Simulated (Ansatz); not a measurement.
CH6Si2, SMILES C1[SiH2][SiH2]1, a rigid scan of one bond length

Computed with the Ansatz DFT code, driven from Python.

The script reads `ch6si2.xyz`:
```text
9

C    -0.61140   -0.02240   -0.57330
Si    0.88420    0.86920   -0.13530
Si   -0.11250   -0.91920    0.84800
H    -1.49670    0.60240   -0.44920
H    -0.65000   -0.51400   -1.54770
H     0.63710    2.24710    0.40860
H     1.98150    0.65820   -1.14130
H     0.40410   -2.27150    0.48450
H    -0.94790   -0.69630    2.08850
```

`scan_ch6si2.py`
```python
'''Potential curve of CH6Si2 along one bond.'''

import ansatz as az
import numpy as np


def main() -> None:
    geometry = az.Crystal.molecule_from_extxyz('ch6si2.xyz')

    symbols = [site.symbol for site in geometry.cartesian_sites]
    start = np.array([site.position_ang for site in geometry.cartesian_sites])
    axis = (start[3] - start[0]) / np.linalg.norm(start[3] - start[0])
    moving = [3]
    lengths, energies = [0.96, 1.003, 1.047, 1.091, 1.134, 1.178, 1.222, 1.287], []
    for length in lengths:
        xyz = start.copy()
        xyz[moving] += (length - np.linalg.norm(start[3] - start[0])) * axis
        point = az.Crystal.molecule()
        for symbol, place in zip(symbols, xyz):
            point = point.atom(symbol, place.tolist())
        setup = (
            point.calculation()
            .basis(gaussian='cc-pVDZ')
            .functional('hf')
        )
        report = setup.run(threads=1).report
        energies.append(report['free_energy_ev'])
        print(f'r = {length:6.3f} A  E = {energies[-1]:.5f} eV  <S^2> = {abs(report["mean_field"]["state"]["spin_squared"]):.3f}')

    # quartic fit about the minimum
    fit = np.polynomial.Polynomial.fit(lengths, np.array(energies) - min(energies), 4).convert()
    roots = [r.real for r in fit.deriv().roots() if abs(r.imag) < 1e-9 and fit.deriv(2)(r.real) > 0]
    r_e = min(roots, key=lambda r: abs(r - lengths[int(np.argmin(energies))]))
    print(f'minimum of the fit at {r_e:.4f} A, force constant {fit.deriv(2)(r_e):.2f} eV/A^2')


if __name__ == '__main__':
    main()
```

Output of `python scan_ch6si2.py`:
```text
r =  0.960 A  E = -16847.46732 eV  <S^2> = 0.000
r =  1.003 A  E = -16847.70306 eV  <S^2> = 0.000
r =  1.047 A  E = -16847.83167 eV  <S^2> = 0.000
r =  1.091 A  E = -16847.87077 eV  <S^2> = 0.000
r =  1.134 A  E = -16847.84137 eV  <S^2> = 0.000
r =  1.178 A  E = -16847.75757 eV  <S^2> = 0.000
r =  1.222 A  E = -16847.63195 eV  <S^2> = 0.000
r =  1.287 A  E = -16847.39071 eV  <S^2> = 0.000
minimum of the fit at 1.0916 A, force constant 35.96 eV/A^2
```

Reading the output:
- Total energies depend on the basis set; only differences at equal settings carry meaning.
- The rest of the molecule is held rigid at a force-field or estimated start geometry, and the basis set is modest; single-reference methods fail as a bond breaks.
- Hartree-Fock leaves correlation out, so bond, atomisation and ionisation energies come out well too low.
- The orbitals are restricted, so S² is zero by construction.
- Run time: 5.1 s on 1 thread of Arm Neoverse V2, on a shared host, peak memory 0.19 GiB.
